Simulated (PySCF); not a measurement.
# Vibration and rotation of MgP

UHF-CCSD(T) constants of MgP, ⁴Σ⁻ (quartet), unpaired electrons σ ↑, π ↑↑ (PySCF, spin-free X2C with a Gaussian nucleus, basis sets Mg x2c-TZVPPall, P x2c-TZVPPall; masses 23.9850 and 30.9738 u):

| Quantity | Value |
| --- | --- |
| ωe | 299.6 cm⁻¹ |
| ωexe | 3.74 cm⁻¹ |
| Be | 0.19213 cm⁻¹ |
| αe | 0.00222 cm⁻¹ |
| D (centrifugal) | 3.16e-07 cm⁻¹ |
| De to Mg + P | 0.457 eV |

**Question.** Give the vibrational terms G(v) and spacings up to v = 6.

**Answer.** G(v) = ωe(v+½) − ωexe(v+½)².

```
v  G(v) (cm⁻¹)  G(v) − G(v−1)  Bv (cm⁻¹)
0        148.9                    0.1910
1        441.0          292.1     0.1888
2        725.6          284.6     0.1866
3       1002.8          277.2     0.1844
4       1272.5          269.7     0.1821
5       1534.7          262.2     0.1799
6       1789.4          254.7     0.1777
```

**Question.** How well does the Morse estimate ωe²/(4ωexe) reproduce De, and what is D0?

**Answer.** It gives 0.744 eV, 163 % of the computed De. D0 = De − G(0) = 0.457 − 0.018 = 0.439 eV.

Correlated steps freeze 6 core orbitals. The state was picked by a PBE0 search and need not be the measured ground state.
